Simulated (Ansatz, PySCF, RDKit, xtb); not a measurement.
# Which structure has the formula CH6NS+?

Only the formula CH6NS+ is given (charge +1). Aim: find the structure of lowest free energy at 298.15 K, then its properties.

The funnel: GFN2-xTB relaxations, single points with a density functional, relaxations at PBE0-D3(BJ)/def2-SVP, harmonic vibrations, and a last energy at a higher level. All values are calculated.

6 further runs of the same task are left out: 6 set aside as unsound or not needed.

**1. Possible bonding patterns**

A program enumerates the bonding patterns with one Lewis structure each (two rings at most, one unusual centre or charged pair), with their diastereomers. O–O, O–halogen and N–halogen bonds and N–N–N chains are not drawn. That gives 7 candidates.

```
label        SMILES     spin
 c128  C=[SH][NH3+]  singlet
 c244      CS[NH3+]  singlet
 c362      CN[SH2+]  singlet
 c466      NC[SH2+]  singlet
 c517      [NH3+]CS  singlet
 c739       C[SH+]N  singlet
 c875      C[NH2+]S  singlet
```

Candidates are built by distance geometry, with a force field where one applies, in up to four conformers (letters a to d).

**Question.** With final energies at CCSD(T)/def2-TZVP, which structure will this search put lowest in free energy, and by what margin?

| quantity | value |
| --- | --- |
| lowest structure found | [NH3+]CS, singlet, C1 |
| next finalist | CS[NH3+], singlet, 11.2 kcal/mol higher in G |
| share at equilibrium, among the finalists | 100.0 % |
| harmonic wavenumbers, lowest and highest (PBE0-D3(BJ)/def2-SVP) | 211 and 3507 cm⁻¹ |
| rotational constants, same geometry | 0.9676, 0.172, 0.1591 cm⁻¹ |
| HOMO energy (PBE0/def2-TZVPD) | -12.40 eV |
| LUMO energy (PBE0/def2-TZVPD) | -5.39 eV |
| HOMO–LUMO gap (PBE0/def2-TZVPD) | 7.01 eV |
| lowest excitation (TD-CAM-B3LYP/def2-SVPD) | 5.86 eV (f = 0.018) |
| strongest of the states computed, same level | 8.68 eV (f = 0.085) |
| lowest triplet excitation, same level, Tamm-Dancoff | 5.40 eV |
| vertical ionisation energy | 14.88 eV |
| vertical recombination energy (electron added) | 3.95 eV |
| vertical triplet less singlet | +5.26 eV |

The search ends on `[NH3+]CS`. Among the finalists first place is clear (11.2 kcal/mol); structures outside the list aren't covered. GFN2-xTB, r2SCAN-D4/def2-SVP, PBE0-D3(BJ)/def2-SVP, HF/def2-TZVP and MP2/def2-TZVP already put its bonding pattern lowest among the structures in one piece; HF/STO-3G favours the singlet CS[NH3+]. A candidate that fell apart on refinement lay below the next finalist; fragments are not ranked, and their entropy would favour them further. The search is not exhaustive (a finite list of starts, one conformer a finalist), so a lower isomer can't be ruled out. Patterns outside the rules of the enumeration were met only by chance.
